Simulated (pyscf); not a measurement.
Optimised with ωB97X-D3(BJ)/def2-SVP in PySCF.

Question: Estimate by transition-state theory the rate constant of HO–Si(F)(F)–F + NH₃ → H₂N–Si(OH)(F)–F + HF (singlet surface; F–Si, H–N broken, N–Si, F–H formed) at 298 K, with ωB97M-D3(BJ)/def2-TZVP energies (ideal gas, 1 atm, RRHO with modes under 100 cm⁻¹ raised to 100, one conformer, R ln 2 for rigid chiral ones; no tunnelling).

Answer: The electronic barrier is 22.0 kcal/mol and the thermal terms add +11.2, so ΔG‡ = 33.2 kcal/mol. With k_BT/h = 6.21e+12 s⁻¹ and RT = 0.592 kcal/mol, and a volume of 4.06e-20 cm³ per molecule at 1 atm, k = 1.1e-31 cm³ molecule⁻¹ s⁻¹. Wigner's tunnelling factor for 730i cm⁻¹ would be 1.52, likely too low at so high a frequency. A shift of 1 kcal/mol in the barrier changes k by a factor 5.4. On the reactant side the descent ends in an adduct with a N–Si contact (not fully relaxed), 1.4 kcal/mol under the separated species and 22.7 kcal/mol under the saddle at ωB97X-D3(BJ)/def2-TZVP. On the product side the descent ends in a bound adduct, 10.9 kcal/mol under the separated species and 14.9 kcal/mol under the saddle at ωB97X-D3(BJ)/def2-TZVP. What is counted as formed (N–Si) is already present as a longer contact in the reactant adduct; forming that adduct is a step of its own. This is the saddle that the search found; another between the same sides may lie lower.
